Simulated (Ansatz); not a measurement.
## How far each method lies from RCCSDTQ for N2H4, singlet

Geometry: MP2(full)/6-31G*, from the G2/97 set.

```
atom    x (Å)    y (Å)    z (Å)
   N   0.0000   0.7190  -0.0440
   N   0.0000  -0.7190  -0.0440
   H   0.2111   1.0928   0.8816
   H  -0.9482   1.0050  -0.2704
   H  -0.2111  -1.0928   0.8816
   H   0.9482  -1.0050  -0.2704
```

Basis 6-31G; Ansatz 0.2.0. Correlated methods freeze the noble-gas cores, which leaves 14 electrons in 24 orbitals. Prefix R: restricted or restricted open-shell reference. Active spaces: valence = (14e, 12o) chosen from the atoms' valence shells.

Full CI isn't at hand for all of this; RCCSDTQ serves as the reference, and is uncertain by about the last step of the cluster series.

* UHF ⟨S²⟩: 0.000
* T1 diagnostic (RCCSD): 0.0071
* largest doubles amplitude (RCCSD): 0.045

```json
{"level": "RHF", "E − E(RCCSDTQ) (kJ/mol)": "650.7", "share of correlation (%)": "0.00", "wall time": "–"}
{"level": "RMP2", "E − E(RCCSDTQ) (kJ/mol)": "66.6", "share of correlation (%)": "89.76", "wall time": "–"}
{"level": "CISD", "E − E(RCCSDTQ) (kJ/mol)": "59.3", "share of correlation (%)": "90.88", "wall time": "0.5 s"}
{"level": "RCCSD", "E − E(RCCSDTQ) (kJ/mol)": "12.8", "share of correlation (%)": "98.03", "wall time": "–"}
{"level": "RCCSD(T)", "E − E(RCCSDTQ) (kJ/mol)": "2.3", "share of correlation (%)": "99.65", "wall time": "0.3 s"}
{"level": "BCCD(T)", "E − E(RCCSDTQ) (kJ/mol)": "2.4", "share of correlation (%)": "99.64", "wall time": "0.38 s"}
{"level": "RCCSDT", "E − E(RCCSDTQ) (kJ/mol)": "1.6", "share of correlation (%)": "99.75", "wall time": "–"}
{"level": "CISDTQ", "E − E(RCCSDTQ) (kJ/mol)": "3.3", "share of correlation (%)": "99.50", "wall time": "2.5 s (H100)"}
{"level": "RCCSDT(Q)", "E − E(RCCSDTQ) (kJ/mol)": "-0.1", "share of correlation (%)": "100.02", "wall time": "1.6 s"}
{"level": "CASSCF (valence space)", "E − E(RCCSDTQ) (kJ/mol)": "286.7", "share of correlation (%)": "55.93", "wall time": "–"}
{"level": "NEVPT2 (valence space)", "E − E(RCCSDTQ) (kJ/mol)": "48.6", "share of correlation (%)": "92.53", "wall time": "2.4 s (H100)"}
{"level": "MRCISD (valence space)", "E − E(RCCSDTQ) (kJ/mol)": "12.5", "share of correlation (%)": "98.08", "wall time": "–"}
{"level": "MRCISD+Q (valence space)", "E − E(RCCSDTQ) (kJ/mol)": "1.9", "share of correlation (%)": "99.71", "wall time": "5.5 s (H100)"}
```

The correlation energy at RCCSDTQ, counted from RHF, is -6.744 eV. That run took 3.6 s on 5 threads of AMD EPYC 7R13 with a whole H100 80 GB, shared host.

Times hold each run's SCF and search for its determinant on a shared host, so for small cases they say little of a method's own cost; rows without a card ran on 1 thread of AMD EPYC 7R13.

Natural occupations of CASSCF (valence space) about the gap: 1.981 1.979 1.975 1.974 1.966 0.035 0.025 0.025 0.023 0.023; effectively unpaired electrons, Σ n²(2−n)², 0.03.

Atomization energy (electronic, same basis, no zero-point term; atoms at the same level, unrestricted beside the R rows where the molecule is a closed shell, with restricted open-shell steps beyond CCSDT(Q)) at RCCSDTQ: 1400.6 kJ/mol. Errors of other levels:

```tsv
level	error (kJ/mol)
RHF	-471.8
RMP2	-28.3
CISD	-56.6
RCCSD	-11.7
RCCSD(T)	-2.0
BCCD(T)	-1.7
RCCSDT	-1.6
CISDTQ	-2.8
RCCSDT(Q)	0.1
CASSCF (valence space)	-92.3
NEVPT2 (valence space)	15.2
MRCISD (valence space)	-9.7
MRCISD+Q (valence space)	-2.1
```

This basis is far from its limit, so the value isn't to be set against a measured one. Truncated CI isn't size-consistent, which counts against it in atomization.
